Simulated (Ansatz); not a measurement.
Geometry optimisation, Ansatz 0.2.0, UKS PBE0-D4/def2-SVP.

Input file:

```yaml
crystal:
  periodic: [false, false, false]
  atoms:
    - { symbol: Al, position_ang: [-1.45002, -0.36663, -0.41884] }
    - { symbol: Al, position_ang: [0.89216, 0.53635, 0.10784] }
    - { symbol: Cl, position_ang: [2.67762, 1.5083, 0.38469] }
    - { symbol: H, position_ang: [-2.98965, -0.69602, -0.8803] }
    - { symbol: H, position_ang: [0.86988, -0.982, 0.8066] }
magnetization:
  spin_polarized: true
  initial_magnetization: 1
basis:
  gaussian: { orbitals: def2-SVP }
hamiltonian:
  xc: pbe0
  dispersion: d4
relax:
  f_tol: 0.02
  max_steps: 40
```

Command:

```bash
$ ansatz run input.yaml --threads 1 --pin off --max-ram 2048MiB --backend cpu --events-out ev --progress --plain --runs-dir out
```

**Question.** Where does it end, and by what steps?

**Answer.** The forces met the threshold. After 11 steps the energy has fallen by 1.193 eV; Cl3 moved furthest, 0.88 Å.

```tsv
step	energy less start (eV)	largest force component (eV/Å)	accepted
0	0.0000	2.350	yes
1	-0.5660	0.650	yes
2	-0.8567	0.470	yes
3	-0.9462	0.275	yes
4	-1.0341	0.306	yes
5	-1.1157	0.658	yes
6	-1.1592	0.610	yes
7	-1.1386	0.573	no
8	-1.1902	0.052	yes
9	-1.1925	0.020	yes
10	-1.1868	0.161	no
11	-1.1932	0.018	yes
```

```xyz
5
Properties=species:S:1:pos:R:3
Al -1.322 -0.359 -1.031
Al 0.780 -0.096 0.393
Cl 1.862 1.713 0.128
H -2.853 -0.018 -0.690
H 1.533 -1.240 1.201
```

Whether the end is a true minimum wasn't checked by a vibrational analysis.

Time of the run: 37 s on 1 CPU thread of a shared host.
